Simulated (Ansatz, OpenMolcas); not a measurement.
# How basis sets differ on SiNH4F (SMILES N[SiH2]F)

SiNH4F: 7 atoms, total charge 0, spin state singlet. SMILES: `N[SiH2]F`. The coordinates come from a PBE0-D4/def2-TZVP relaxation. This is one conformer, not always the lowest.

```xyz
7

N    -0.7615    0.3390   -0.6252
Si    0.5311   -0.1157    0.3734
F     0.5151   -1.6539    0.8298
H    -0.7866    0.1051   -1.6036
H    -1.6822    0.5135   -0.2584
H     0.4559    0.6762    1.6207
H     1.7894    0.0680   -0.3823
```

Each level gives the HOMO–LUMO gap (eV). The values are calculated.

```csv
level,kind,program,value (eV),CPU time
HF/STO-3G,Hartree–Fock,OpenMolcas,22.21,1.2 s
HF/3-21G,Hartree–Fock,Ansatz,17.11,0.49 s
HF/def2-SVP,Hartree–Fock,Ansatz,16.21,1.4 s
HF/aug-cc-pVDZ,Hartree–Fock,OpenMolcas,12.71,12 s
```

The values span 12.71 to 22.21 eV. A Hartree–Fock LUMO above zero doesn't converge with the basis: it sinks as sets grow more diffuse. Orbital gaps aren't excitation energies. Times are those of the runs behind each value, whatever else they computed, on shared processors of several kinds: orders of magnitude only.
